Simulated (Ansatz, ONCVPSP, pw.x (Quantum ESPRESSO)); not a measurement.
From atom to crystal: ONCV potential for H

- Element: hydrogen
- Generator: ONCVPSP 4.0.1.1 (patched build)
- Type: optimised norm-conserving Vanderbilt (ONCV)
- Functional: PBEsol
- Relativity: scalar-relativistic
- Frozen core: none
- Valence charge: 1
- Reference configuration: 1s1
- Partial waves: 1s: rc 1.00 bohr, ncon 5, nbas 8, qcut 6.5 1/bohr, 2 projectors, debl 3 Ha; p scattering state at 0.35 Ha: rc 0.90 bohr, ncon 5, nbas 9, qcut 9.9 1/bohr, 3 projectors, debl 2 Ha
- Local potential: polynomial inside 0.60 bohr (lpopt 5, dvloc0 -1 Ha)
- Core correction: none

Atomic tests: cutoffs needed: 19 Ha and 70 Ha (the cutoffs (Ha) at which the residual kinetic energy of the hardest occupied pseudo-wave falls to 1 and 0.1 mHa per electron); ghost test: no bound ghost flagged; GHOST(+) flags only above 600 eV.

Crystal test: bcc H in pw.x 7.5, no spin, 18³ k-points, Fermi–Dirac smearing 0.01 Ry, cutoffs 165/660 Ry. The reference is all-electron LAPW (Ansatz 0.2.0) with the same functional, mesh and smearing; V0 and B0 come from Birch–Murnaghan fits to the pressures at five volumes. Errors are pseudo minus all-electron; Δ is the rms difference of the E(V) curves that follow from these fits, minima aligned, over ±6 % about the mean V0. Mesh and smearing are coarse, so the numbers serve the comparison and aren't converged zero-temperature values; the lattice is a test structure that the element need not adopt.

All-electron: a0 = 1.799 Å (V0 = 2.91 Å³/atom), B0 = 114.0 GPa.

Q: How far does the potential miss the all-electron equation of state?

A: mean pressure error (GPa): -0.16; a0 (Å): 1.798; a0 error (%): -0.05; B0 error (%): +0.0; Δ (meV/atom): 0.1.

```json
{"V (Å³/atom)": "2.828", "P all-electron (GPa)": "3.50", "P pseudo (GPa)": "3.32"}
{"V (Å³/atom)": "2.903", "P all-electron (GPa)": "0.38", "P pseudo (GPa)": "0.21"}
{"V (Å³/atom)": "2.977", "P all-electron (GPa)": "-2.42", "P pseudo (GPa)": "-2.57"}
{"V (Å³/atom)": "3.051", "P all-electron (GPa)": "-4.93", "P pseudo (GPa)": "-5.08"}
{"V (Å³/atom)": "3.126", "P all-electron (GPa)": "-7.19", "P pseudo (GPa)": "-7.33"}
```

Q: At the middle volume, how do free energy and pressure move when the wave cutoff is lowered (ecutrho kept at four times it)?

A:

| cutoff (Ry) | shift of F (meV/atom) | shift of P (GPa) |
| --- | --- | --- |
| 74 | +3.2 | +0.06 |
| 99 | +2.2 | -0.21 |
| 132 | +0.3 | -0.13 |

The run at the middle volume (195 k-points, 3 iterations) took about 10 s on one core of a shared host (Neoverse-N1, 64 threads, 124 GiB, load 57).
